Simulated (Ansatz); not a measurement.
A rate constant, worked out

An elementary step of CH$_{5}$BO, singlet (CH₅BO ([BH2][O][CH3]) → CH₂O ([CH2][O]) + BH₃ (still joined by a long B–O bond); B–O, C–H broken or loosened, B–H formed or tightened). The start structure is the reactant molecule, and the electronic barrier above it is 2.668 eV by CCSD(T) at an estimated basis limit (MP2 extrapolated from triple and quadruple zeta, plus CCSD(T) − MP2 in triple zeta). Computed with Ansatz 0.2.0 (basis: def2-TZVPP and def2-QZVPP); correlated methods freeze the cores. Extrapolation: Hartree–Fock as exp(−7.88 √X), correlation as X^−2.97. Harmonic wavenumbers at PBE0-D4/def2-TZVP (Ansatz 0.2.0), in cm⁻¹:

Start: 144, 403, 442, 955, 1029, 1041, 1186, 1189, 1235, 1402, 1488, 1490, 1505, 2543, 2650, 3041, 3124, 3131.

Saddle: 453i, 236, 339, 613, 834, 869, 1110, 1155, 1161, 1196, 1254, 1499, 1699, 2360, 2545, 2640, 3001, 3101.

Q: Work out the transition-state-theory rate constant at 700 K from these numbers alone (harmonic vibrations; rotation, path degeneracy and anharmonicity left out), and the Wigner tunnelling factor. Use 1 cm⁻¹ = 1.2398 × 10⁻⁴ eV and k_B = 8.617 × 10⁻⁵ eV/K.

A: Zero-point energies, half the sums: start 27998/2 cm⁻¹ = 1.7357 eV; saddle, real modes only, 25612/2 cm⁻¹ = 1.5877 eV.
Barrier with zero-point energy: 2.668 + 1.5877 − 1.7357 = 2.5200 eV.
k_BT = 0.06032 eV, so the barrier is 41.78 k_BT.
Vibrational partition functions from the zero-point level, ln q = −Σ ln(1 − exp(−hν/k_BT)): start 3.337, saddle 2.931.
k = (k_BT/h) exp(ln q‡ − ln q) exp(−E0/k_BT), with log₁₀(k_BT/h in s⁻¹) = 13.16: log₁₀ k = 13.16 + (-0.406 − 41.78)/2.3026 = -5.16, so k ≈ 7 × 10^(-6) s⁻¹.
Wigner factor: 1 + (hν‡/k_BT)²/24 = 1 + (0.93)²/24 = 1.04. A change of 1 kcal/mol (0.043 eV) in the barrier would change k by a factor of 2.1 at this temperature.

The T1 diagnostic stays at or below 0.020.

Labels in which every atom is bracketed show which atoms are joined, not bond orders.

For scale, one of the runs: CCSD(T)/def2-TZVPP, 163 basis functions, launched by `ansatz run in.yaml --threads 2 --pin off --events-out ev --progress --plain --max-ram 4352MiB`. Time: 18 s of wall clock on 2 CPU threads of an Arm Neoverse V2; the host was shared. Peak host memory: 1.3 GiB.
